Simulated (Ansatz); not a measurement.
**SiPH5 (SMILES [SiH3]P): methods side by side**

SiPH5: 7 atoms, total charge 0, spin state singlet. SMILES: `[SiH3]P`. The shape is that of a GFN2-xTB optimisation.

```xyz
7

Si   -0.6408   -0.3615   -0.3959
P     1.0613   -0.0091    1.0077
H    -1.8255   -0.6029    0.4263
H    -0.2989   -1.5443   -1.1846
H    -0.8905    0.7689   -1.2937
H     0.6647    1.2602    1.3871
H     1.9298    0.4888    0.0531
```

Quantity: the energy change with the Si1–H4 bond stretched from 1.462 to 2.924 Å, in eV. The values are calculated.

```json
{"level": "BLYP/STO-3G (restricted)", "kind": "GGA", "program": "Ansatz", "value (eV)": "5.45", "less FCI/STO-3G": "+0.75"}
{"level": "revPBE/STO-3G (restricted)", "kind": "GGA", "program": "Ansatz", "value (eV)": "5.52", "less FCI/STO-3G": "+0.82"}
{"level": "r2SCAN/STO-3G (restricted)", "kind": "meta-GGA", "program": "Ansatz", "value (eV)": "5.97", "less FCI/STO-3G": "+1.27"}
{"level": "B2PLYP/STO-3G (restricted)", "kind": "double hybrid", "program": "Ansatz", "value (eV)": "6.07", "less FCI/STO-3G": "+1.37"}
{"level": "BCCD(T)/STO-3G (restricted)", "kind": "coupled cluster or CI", "program": "Ansatz", "value (eV)": "4.71", "less FCI/STO-3G": "+0.01"}
{"level": "CCSDT(Q)/STO-3G (restricted)", "kind": "coupled cluster or CI", "program": "Ansatz", "value (eV)": "4.70", "less FCI/STO-3G": "0.00"}
{"level": "CCSDT/STO-3G (restricted)", "kind": "coupled cluster or CI", "program": "Ansatz", "value (eV)": "4.70", "less FCI/STO-3G": "0.00"}
{"level": "FCI/STO-3G", "kind": "exact in the basis", "program": "Ansatz", "value (eV)": "4.70", "less FCI/STO-3G": "0.00"}
```

FCI/STO-3G is exact within its basis and frozen core, so for wave-function methods in that basis the difference is their error; functionals converge differently with the basis, so for them it is only a difference. The first shape isn't each level's own minimum. The values span 4.70 to 6.07 eV. All rows use very small basis sets, so none should be taken for the real molecule's value.
